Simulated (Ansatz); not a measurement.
## CH4O2, SMILES OCO: a rigid torsion scan, step by step

Program: the Ansatz DFT code, driven from Python.

Run as a notebook:

```python
import ansatz
from ase import Atoms
```

```python
atoms = Atoms(['O', 'C', 'O', 'H', 'H', 'H', 'H'], positions=[
    (-1.1217, -0.5296, -0.0941),
    (-0.0663, 0.2548, 0.3434),
    (1.055, -0.5503, 0.288),
    (-1.0853, -0.4398, -1.0779),
    (0.0757, 1.1514, -0.2798),
    (-0.2412, 0.5704, 1.3796),
    (1.445, -0.525, -0.6049),
])

# start the scan from a relaxed geometry
first = ansatz.Crystal.molecule_from_ase(atoms).calculation()
first = first.basis(gaussian='cc-pVDZ')
first = first.functional('B3LYP')
first = first.relax(force_tolerance=0.02, max_steps=80)
atoms.positions = first.run().report['positions_ang']
```

```python
start = atoms.get_dihedral(2, 1, 0, 3)
energies = {}
for turn in range(0, 360, 40):
    turned = atoms.copy()
    turned.set_dihedral(2, 1, 0, 3, start + turn, indices=[0, 3])
    job = ansatz.Crystal.molecule_from_ase(turned).calculation()
    job = job.basis(gaussian='cc-pVDZ')
    job = job.functional('B3LYP')
    energies[round((start + turn) % 360)] = job.run().report['free_energy_ev']
floor = min(energies.values())
print('dihedral O2-C1-O0-H3 (deg)   E - E(min) (kcal/mol)')
for angle, e in sorted(energies.items()):
    print(f'{angle:8d} {23.060548 * (e - floor):14.3f}  ' + '#' * int(30 * (e - floor) / max(max(energies.values()) - floor, 1e-9)))
```

    dihedral O2-C1-O0-H3 (deg)   E - E(min) (kcal/mol)
           4          2.057  ##############
          44          0.000
          84          0.591  ####
         124          3.172  ######################
         164          4.274  ##############################
         204          3.851  ###########################
         244          2.150  ###############
         284          0.756  #####
         324          2.001  ##############

Caveats:
- The scan is rigid and the energies are electronic, in a modest basis. With rigid groups the curve can differ much from the relaxed path, the start wasn't checked as a minimum of this torsion, and equivalent turns needn't return to the same energy.
- b3lyp holds the VWN-RPA fit, as in Gaussian; the form of ORCA and Turbomole is b3lyp5.
- Run time: 19 s on 1 thread of Arm Neoverse V1, on a shared host, peak memory 0.19 GiB.
